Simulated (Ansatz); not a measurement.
C (P6₃/mmc, No. 194, 4 atoms in the cell; start mp-47), treated with PBE (plane waves, PAW; Ansatz, an electronic-structure program).

Run with plane-wave cutoff 500 eV, 18×18×10 k mesh (along the axes of the cell as run), Fermi–Dirac smearing 0.05 eV, scalar-relativistic PAW data made under PBE.

Cell (relaxed at this level):

```cif
data_C4
_chemical_formula_sum 'C4'
_space_group_name_H-M_alt 'P 1'
_space_group_IT_number 1
_cell_length_a 2.51161
_cell_length_b 2.51161
_cell_length_c 4.18027
_cell_angle_alpha 90.000
_cell_angle_beta 90.000
_cell_angle_gamma 120.000
loop_
_space_group_symop_operation_xyz
  'x, y, z'
loop_
_atom_site_label
_atom_site_type_symbol
_atom_site_fract_x
_atom_site_fract_y
_atom_site_fract_z
_atom_site_occupancy
C1 C 0.33333 0.66667 0.06273 1
C2 C 0.66667 0.33333 0.93727 1
C3 C 0.66667 0.33333 0.56273 1
C4 C 0.33333 0.66667 0.43727 1
```

### Question
Estimate the band gap that the calculation returns.

### Answer

* **band gap**: 3.36 eV (on the SCF k mesh)

Note: the relaxation could not lower the start's symmetry, so the cell can be a saddle point above a distorted one.

Cost on a shared machine: about 16 core-seconds (a rough figure).

A start named mp-… is a Materials Project structure, which need not be a measured phase.
